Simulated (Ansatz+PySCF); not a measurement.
Values are calculated unless marked as measured or tabulated.
Input for PySCF 2.14.0:

```python
from pyscf import gto, scf, mp

mol = gto.M(atom="""
C 0.000000 0.000000 -1.128080
O 0.000000 0.000000 0.846060
""", basis='sto-3g', charge=0, spin=0)
mf = scf.RHF(mol)
mf.kernel()
pt = mp.MP2(mf, frozen=2).run()
print(mf.e_tot, pt.e_corr, pt.e_tot)
```

The script is written out from the run's settings.

The run gave:

```yaml
Converged: yes
Reference_energy: -110.81570 hartree
Correlation_energy: -0.05444 hartree
Total_energy: -110.87014 hartree
```

Caution: bonds are stretched, where a single reference can fail; an unrestricted determinant lies well below.
